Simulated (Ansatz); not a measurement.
# CH3NS: the cost of one run

Computed with the Python package of Ansatz 0.2.0. Level of theory: B3LYP+D3(BJ)/cc-pVDZ.

## 1. Starting point

Bond lengths: N1–C2 1.362 Å, C2–S3 1.659 Å, N1–H4 1.014 Å, N1–H5 1.012 Å, C2–H6 1.102 Å. Angles: N1–C2–S3 121.2°, N1–C2–H6 113.3°, S3–C2–H6 125.5°, C2–N1–H4 119.4°, C2–N1–H5 122.5°, H4–N1–H5 118.1°.

No structure file is read: the coordinates are typed or built in the script.

## 2. The code

opt.py

```python
# -*- coding: utf-8 -*-
'''Minimum-energy structure of CH3NS.'''

import itertools
import warnings

import ansatz as az
from ase.data import atomic_numbers, covalent_radii
import numpy as np

warnings.simplefilter('ignore', az.DeckWarning)

geometry = (
    az.Crystal.molecule()
    .atom('N', (-0.7192, -0.0925, 0.0536))
    .atom('C', (0.6025, 0.2133, -0.0691))
    .atom('S', (1.7723, -0.9543, 0.0784))
    .atom('H', (-0.9933, -1.0508, 0.2385))
    .atom('H', (-1.449, 0.6035, -0.0326))
    .atom('H', (0.7867, 1.2808, -0.2688))
)

base = (
    geometry.calculation()
    .basis(gaussian='cc-pVDZ')  # the orbital basis, by name
    .functional('B3LYP', dispersion='d3bj')
)
symbols = [site.symbol for site in geometry.cartesian_sites]
start = np.array([site.position_ang for site in geometry.cartesian_sites], dtype=float)
def progress(event):
    if event['event'] == 'relax_step':
        row = event['data']
        print(f'step {row["step"]:3d}  E = {row["lagrangian_ev"]:.6f} eV  largest force component {row["allowed_force_max_ev_ang"]:.4f} eV/A')


r = base.relax(force_tolerance=0.01, max_steps=100).session().plan().execute(on_event=progress).report
end = np.array(r['positions_ang'])

print(f'E = {r["free_energy_ev"]:.6f} eV = {r["free_energy_ev"] / 27.211386246:.7f} Ha')
print('converged:', r['converged'], ' doubts:', r['published_state_doubts'] or 'none')

# pairs closer than 1.2 times the sum of covalent radii, before or after
radius = [covalent_radii[atomic_numbers[s]] for s in symbols]
span = lambda where, i, j: np.linalg.norm(where[i] - where[j])
bonded = [(i, j) for i, j in itertools.combinations(range(len(symbols)), 2) if min(span(start, i, j), span(end, i, j)) < 1.2 * (radius[i] + radius[j])]
print('pair        before    after (A)')
for i, j in bonded:
    print(f'{symbols[i]}{i}-{symbols[j]}{j}'.ljust(10), f'{span(start, i, j):8.4f} {span(end, i, j):8.4f}')
for first, second in list(itertools.combinations(bonded, 2)):
    shared = set(first) & set(second)
    if shared and symbols[(j := shared.pop())] != 'H':
        i, k = sorted((set(first) | set(second)) - {j})
        u, v = end[i] - end[j], end[k] - end[j]
        angle = np.degrees(np.arccos(np.clip(u @ v / np.linalg.norm(u) / np.linalg.norm(v), -1, 1)))
        print(f'final angle {symbols[i]}{i}-{symbols[j]}{j}-{symbols[k]}{k}: {angle:.2f} deg')

charges = r['charge_distribution']
print('dipole moment', round(4.803205 * float(np.linalg.norm(charges['dipole_moment_e_ang'])), 3), 'D')
print('Mulliken:', [(s, round(q, 3)) for s, q in zip(symbols, charges['mulliken_charges_e'])])
```

## 3. The calls as engine input

The package turns the script's settings into the engine's input:

```yaml
crystal:
  periodic: [false, false, false]
  atoms:
    - { symbol: "N", position_ang: [-0.7192, -0.0925, 0.0536] }
    - { symbol: C, position_ang: [0.6025, 0.2133, -0.0691] }
    - { symbol: S, position_ang: [1.7723, -0.9543, 0.0784] }
    - { symbol: H, position_ang: [-0.9933, -1.0508, 0.2385] }
    - { symbol: H, position_ang: [-1.449, 0.6035, -0.0326] }
    - { symbol: H, position_ang: [0.7867, 1.2808, -0.2688] }
basis:
  gaussian:
    orbitals: cc-pVDZ
hamiltonian:
  xc: b3lyp
  dispersion: d3bj
relax:
  f_tol: 0.01
  max_steps: 100
```

## 4. The run

Command:

```sh
$ python opt.py
```

What time and memory should one allow on 1 thread of Arm Neoverse V2, shared host?

About 10 s, with a peak of 0.21 GiB.
